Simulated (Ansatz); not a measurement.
`C#CCC#N`. Charge 0, multiplicity 1. Geometry: relaxed with PBE0-D4/def2-TZVP.

```xyz
8

C    -0.810   -0.532   -1.748
C    -0.439   -0.057   -0.714
C     0.005    0.532    0.541
C     1.006   -0.279    1.228
N     1.794   -0.902    1.783
H    -1.138   -0.958   -2.667
H    -0.847    0.670    1.215
H     0.430    1.525    0.362
```

(1) What is the dipole moment at r2SCAN/def2-TZVPP? (Best estimate.)

(2) And with PBE, B3LYP, ωB97M-V? (Best estimate.)

(3) Give the Mulliken charges with r2SCAN, B3LYP, ωB97M-V in def2-TZVPP. (An estimate is asked.)

Answers

(1) Ansatz gave: 3.71 D, with components (-2.54, 2.17, -1.62) D in this frame, pointing from negative to positive charge.

(2) The calculation gave: PBE 3.61 D, B3LYP 3.70 D, ωB97M-V 3.70 D.

(3) Computed: 
```
atom  r2SCAN  B3LYP  ωB97M-V
  C1    0.21   0.17     0.08
  C2   -0.42  -0.43    -0.33
  C3    0.00  -0.07    -0.12
  C4   -0.19  -0.22    -0.17
  N5   -0.04   0.02    -0.02
  H6    0.24   0.27     0.24
  H7    0.10   0.13     0.15
  H8    0.10   0.13     0.15
```

B3LYP here is the variant with VWN-RPA as its local correlation; programs differ in this.
